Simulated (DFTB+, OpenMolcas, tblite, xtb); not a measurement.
S2O (Disulfur monoxide): the dipole moment, rung by rung

S2O: 3 atoms, total charge 0, spin state singlet. As SMILES, `O=S=S`. The shape is that of a PBE0-D4/def2-TZVP optimisation.

```xyz
3

O     0.4516    1.2040    0.4932
S     0.5291   -0.2055    0.1489
S    -0.9807   -0.9985   -0.6421
```

Each level gives the dipole moment (D). The values are calculated.

Measured value to compare with: NIST CCCBDB gives the dipole moment of the gas as 1.47 D.

| level | kind | program | value (D) | computed − measured |
| --- | --- | --- | --- | --- |
| DFTB1 | semi-empirical | DFTB+ | 2.86 | +1.39 |
| DFTB2 | semi-empirical | DFTB+ | 0.96 | -0.51 |
| IPEA1-xTB | semi-empirical | tblite | 1.82 | +0.35 |
| GFN0-xTB | semi-empirical | xtb | 3.91 | +2.44 |
| HF/ANO-RCC-MB (DKH2) | Hartree–Fock | OpenMolcas | 1.55 | +0.08 |
| HF/STO-3G | Hartree–Fock | OpenMolcas | 1.39 | -0.08 |
| UHF/STO-3G | Hartree–Fock | OpenMolcas | 0.57 | -0.90 |
| HF/def2-TZVP | Hartree–Fock | OpenMolcas | 1.88 | +0.41 |
| SVWN5/STO-3G | LDA | OpenMolcas | 0.99 | -0.48 |
| PBE/STO-3G | GGA | OpenMolcas | 1.00 | -0.47 |

Nearest: HF/ANO-RCC-MB (DKH2) (+0.08 D), HF/STO-3G (-0.08 D); farthest: GFN0-xTB (+2.44 D). The measured dipole is a vibrational average, so differences of a few hundredths of a debye mean little. Computed less measured by kind, in D (ANO-RCC-MB rows): semi-empirical -0.51 to +2.44; Hartree–Fock +0.08. Spin contamination of the reference (⟨S²⟩ at least 0.1 too high) touches UHF/STO-3G. Magnitudes only: a small dipole may point the other way at some levels. Sets without polarisation functions give poor dipoles.
